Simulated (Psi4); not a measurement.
# N2H3 (hydrazinyl radical): levels of theory compared

Aim: a comparison of 4 runs (U-tau-HCTHh/cc-pVTZ-DK, ROCISD/cc-pVDZ) of N2H3 (hydrazinyl radical). 

Program for the calculation: Psi4 1.11.

1 further run of the same task is left out (set aside as unsound or not needed).

## (1) The structure to begin with

The species is N2H3 (5 atoms), meant as a doublet with charge 0. As SMILES, `[NH]N`. Geometry: relaxed at GFN2-xTB. This is one conformer, not always the lowest.

Bond lengths: N1–N2 1.335 Å, N1–H3 1.020 Å, N2–H4 1.011 Å, N2–H5 1.017 Å. Angles: N1–N2–H4 112.8°, N1–N2–H5 121.7°, N2–N1–H3 109.8°, H4–N2–H5 116.1°.

## (2) A single-point energy at U-tau-HCTHh/cc-pVTZ-DK (ZORA, density fitting, C-PCM cyclohexane) (run 1)

The input, input.inp:

```
memory 1600 MB

molecule {
  0 2
  N     -0.174970    -0.805480     0.447260
  N     -0.126270     0.251970    -0.365880
  H      0.751750    -0.989150     0.831090
  H     -1.043070     0.577800    -0.638700
  H      0.592550     0.964850    -0.273770
  symmetry c1
}

set {
  basis        cc-pVTZ-DK
  reference    uks
  scf_type     df
  relativistic zora
  pcm          true
}

pcm = {
  Units = Angstrom
  Medium {
    SolverType = CPCM
    Solvent = Cyclohexane
  }
  Cavity {
    Type = GePol
    RadiiSet = UFF
    Scaling = False
    Area = 0.3
    Mode = Implicit
  }
}

energy_value = energy("t-hcthh")
print_variables()
```

Launch:

```bash
$ psi4 -n 1 input.inp input.out
```

input.out:

```text
[...]
  Running in c1 symmetry.
[...]
  Nuclear repulsion =   36.700927742292535
[...]
  Multiplicity = 2
[...]
  Nalpha       = 9
  Nbeta        = 8
[...]
    Number of basis functions: 102
[...]
   @DF-UKS iter   1:  -111.15526584329798   -2.25440e-01   6.55931e-03 ADIIS/DIIS
[...]
   @DF-UKS iter   9:  -111.34727792592435   -1.50669e-08   3.18038e-07 DIIS
[...]
   @S^2 Observed:                7.543224834E-01
[...]
  @DF-UKS Final Energy:  -111.34727792592435
   => Energetics <=
    Nuclear Repulsion Energy =             36.7009277422925351
    One-Electron Energy =                -223.1888145265275796
    Two-Electron Energy =                  87.9147765736428681
    DFT Exchange-Correlation Energy =     -12.7683919820040810
    Empirical Dispersion Energy =           0.0000000000000000
    VV10 Nonlocal Energy =                  0.0000000000000000
    PCM Polarization Energy =              -0.0057757333280848
    Total Energy =                       -111.3472779259243453
[...]
 Multipole Moments:
 ------------------------------------------------------------------------------------
     Multipole            Electronic (a.u.)      Nuclear  (a.u.)        Total (a.u.)
 ------------------------------------------------------------------------------------
 L = 1.  Multiply by 2.5417464519 to convert [e a0] to [Debye]
 Dipole X            :         -0.1493242            0.6373496            0.4880254
 Dipole Y            :         -0.1911963            1.1710979            0.9799015
 Dipole Z            :         -0.0204117           -0.1721823           -0.1925941
 Magnitude           :                                                    1.1115162
[...]
```

It took 30 s on 1 thread of Intel Xeon 6975P-C (Granite Rapids), shared host; peak memory 1.1 GiB.

## (3) A single-point energy at U-tau-HCTHh/cc-pVTZ-DK (density fitting, C-PCM cyclohexane) (run 2)

The input, calc.dat:

```
memory 1600 mb

molecule {
  0 2
  N     -0.174970    -0.805480     0.447260
  N     -0.126270     0.251970    -0.365880
  H      0.751750    -0.989150     0.831090
  H     -1.043070     0.577800    -0.638700
  H      0.592550     0.964850    -0.273770
  symmetry c1
}

set basis cc-pVTZ-DK
set reference uks
set scf_type df
set pcm true

pcm = {
  Units = Angstrom
  Medium {
    SolverType = CPCM
    Solvent = Cyclohexane
  }
  Cavity {
    Type = GePol
    RadiiSet = UFF
    Scaling = False
    Area = 0.3
    Mode = Implicit
  }
}

energy('t-hcthh')
```

Launch:

```bash
$ psi4 calc.dat calc.out -n 1
```

calc.out:

```text
[...]
  Running in c1 symmetry.
[...]
  Nuclear repulsion =   36.700927742292535
[...]
  Multiplicity = 2
[...]
  Nalpha       = 9
  Nbeta        = 8
[...]
    Number of basis functions: 102
[...]
   @DF-UKS iter   1:  -111.06651196257455   -2.26292e-01   6.52127e-03 DIIS/ADIIS
[...]
   @DF-UKS iter   9:  -111.25682592780696   -1.48574e-08   3.16254e-07 DIIS
[...]
   @S^2 Observed:                7.543243925E-01
[...]
  @DF-UKS Final Energy:  -111.25682592780696
   => Energetics <=
    Nuclear Repulsion Energy =             36.7009277422925351
    One-Electron Energy =                -223.0787234187291119
    Two-Electron Energy =                  87.8866866995700065
    DFT Exchange-Correlation Energy =     -12.7599318891381017
    Empirical Dispersion Energy =           0.0000000000000000
    VV10 Nonlocal Energy =                  0.0000000000000000
    PCM Polarization Energy =              -0.0057850618022970
    Total Energy =                       -111.2568259278069576
[...]
 Multipole Moments:
 ------------------------------------------------------------------------------------
     Multipole            Electronic (a.u.)      Nuclear  (a.u.)        Total (a.u.)
 ------------------------------------------------------------------------------------
 L = 1.  Multiply by 2.5417464519 to convert [e a0] to [Debye]
 Dipole X            :         -0.1484269            0.6373496            0.4889227
 Dipole Y            :         -0.1902114            1.1710979            0.9808865
 Dipole Z            :         -0.0206385           -0.1721823           -0.1928208
 Magnitude           :                                                    1.1128178
[...]
```

Wall time 11 s (1 thread of Intel Xeon 6975P-C (Granite Rapids), shared host); peak memory 1 GiB.

## (4) The energy at ROCISD/cc-pVDZ (run 3)

The input, calc.py:

```python
import psi4

psi4.set_memory('1600 MB')
psi4.set_num_threads(1)
psi4.set_output_file('psi4.out', False)

m = psi4.geometry("""
0 2
N     -0.174970    -0.805480     0.447260
N     -0.126270     0.251970    -0.365880
H      0.751750    -0.989150     0.831090
H     -1.043070     0.577800    -0.638700
H      0.592550     0.964850    -0.273770
""")

psi4.set_options({
    'reference': 'rohf',
    'scf_type': 'pk',
})

e = psi4.energy("cisd/cc-pVDZ", molecule=m)
print(f'total energy {e:.8f} hartree = {e * 27.211386:.5f} eV')
```

Launch:

```bash
$ python calc.py
```

psi4.out:

```text
[...]
  Running in c1 symmetry.
[...]
  Nuclear repulsion =   36.700927742292535
[...]
  Multiplicity = 2
[...]
  Nalpha       = 9
  Nbeta        = 8
[...]
    Number of basis functions: 43
[...]
   @ROHF iter   1:  -110.51359053183928   -5.90525e-01   5.30002e-03 DIIS
[...]
   @ROHF iter  14:  -110.57860870379376   -8.24230e-13   3.54076e-09 DIIS
[...]
    Orbital Energies [Eh]
    ---------------------
    Doubly Occupied:
       1A    -15.586599     2A    -15.567080     3A     -1.276338
       4A     -0.960915     5A     -0.718130     6A     -0.628854
       7A     -0.495777     8A     -0.439186
    Singly Occupied:
       9A     -0.075648
[...]
  @ROHF Final Energy:  -110.57860870379376
[...]
 Multipole Moments:
 ------------------------------------------------------------------------------------
     Multipole            Electronic (a.u.)      Nuclear  (a.u.)        Total (a.u.)
 ------------------------------------------------------------------------------------
 L = 1.  Multiply by 2.5417464519 to convert [e a0] to [Debye]
 Dipole X            :         -0.1691998            0.6373496            0.4681498
 Dipole Y            :         -0.4045037            1.1710979            0.7665941
 Dipole Z            :          0.1571070           -0.1721823           -0.0150753
 Magnitude           :                                                    0.8983641
[...]
Warning: iopen=0,opentype!=closed. Making iopen=1
[...]
   ==> Energetics <==
    SCF energy =         -110.578608703793748
    Total CI energy =    -110.905924025689828
[...]
```

The script printed:

```text
total energy -110.90592403 hartree = -3017.90391 eV
```

Wall time 2.2 min (1 thread of Intel Xeon 6975P-C (Granite Rapids), shared host); peak memory 0.34 GiB.

## (5) The energy at ROCISD/cc-pVDZ (ZORA) (run 4)

The input, h3n2.xyz:

```xyz
5
H3N2
N     -0.174970    -0.805480     0.447260
N     -0.126270     0.251970    -0.365880
H      0.751750    -0.989150     0.831090
H     -1.043070     0.577800    -0.638700
H      0.592550     0.964850    -0.273770
```

The input, calc.py:

```python
import psi4

psi4.set_memory('1600 MB')
psi4.set_num_threads(1)
psi4.core.set_output_file('output.dat', False)

with open('h3n2.xyz') as f:
    atoms = ''.join(f.readlines()[2:])
m = psi4.geometry('0 2\n' + atoms + '')

options = {'reference': 'rohf', 'scf_type': 'pk', 'relativistic': 'zora'}
psi4.set_options(options)

energy_value, wavefunction = psi4.energy('cisd/cc-pVDZ', return_wfn=True)
print(f'cisd/cc-pVDZ energy: {energy_value:.10f} Eh')
```

Launch:

```bash
$ python calc.py
```

output.dat:

```text
[...]
  Running in c1 symmetry.
[...]
  Nuclear repulsion =   36.700927742292535
[...]
  Multiplicity = 2
[...]
  Nalpha       = 9
  Nbeta        = 8
[...]
    Number of basis functions: 43
[...]
   @ROHF iter   1:  -110.60222838955231   -5.91497e-01   5.31029e-03 DIIS
[...]
   @ROHF iter  14:  -110.66747647717396   -7.95808e-13   3.55962e-09 DIIS
[...]
    Orbital Energies [Eh]
    ---------------------
    Doubly Occupied:
       1A    -15.605744     2A    -15.586382     3A     -1.277142
       4A     -0.961573     5A     -0.717928     6A     -0.628664
       7A     -0.495616     8A     -0.439198
    Singly Occupied:
       9A     -0.075568
[...]
  @ROHF Final Energy:  -110.66747647717396
[...]
 Multipole Moments:
 ------------------------------------------------------------------------------------
     Multipole            Electronic (a.u.)      Nuclear  (a.u.)        Total (a.u.)
 ------------------------------------------------------------------------------------
 L = 1.  Multiply by 2.5417464519 to convert [e a0] to [Debye]
 Dipole X            :         -0.1698508            0.6373496            0.4674988
 Dipole Y            :         -0.4053641            1.1710979            0.7657338
 Dipole Z            :          0.1574212           -0.1721823           -0.0147611
 Magnitude           :                                                    0.8972855
[...]
Warning: iopen=0,opentype!=closed. Making iopen=1
[...]
   ==> Energetics <==
    SCF energy =         -110.667476477173977
    Total CI energy =    -110.994817804595286
[...]
```

The script printed:

```text
cisd/cc-pVDZ energy: -110.9948178046 Eh
```

Wall time 2.2 min (1 thread of Intel Xeon 6975P-C (Granite Rapids), shared host); peak memory 0.35 GiB.

## (6) Overview of the runs

| run | level | radii | integrals | energy (Eh) | wall time |
| --- | --- | --- | --- | --- | --- |
| 1 | U-tau-HCTHh/cc-pVTZ-DK (ZORA, density fitting, C-PCM cyclohexane) | UFF | df | -111.347278 | 30 s |
| 2 | U-tau-HCTHh/cc-pVTZ-DK (density fitting, C-PCM cyclohexane) | UFF | df | -111.256826 | 11 s |
| 3 | ROCISD/cc-pVDZ | – | pk | -110.905924 | 2.2 min |
| 4 | ROCISD/cc-pVDZ (ZORA) | – | pk | -110.994818 | 2.2 min |

## (7) Outcome

| quantity | value |
| --- | --- |
| run 4: total energy | -110.99482 Eh |
| run 4: correlation energy | -327.3 mEh |

In words: In run 2 relativity is left out where basis or elements ask for it. All runs together took 5.1 min, the longest 2.2 min.
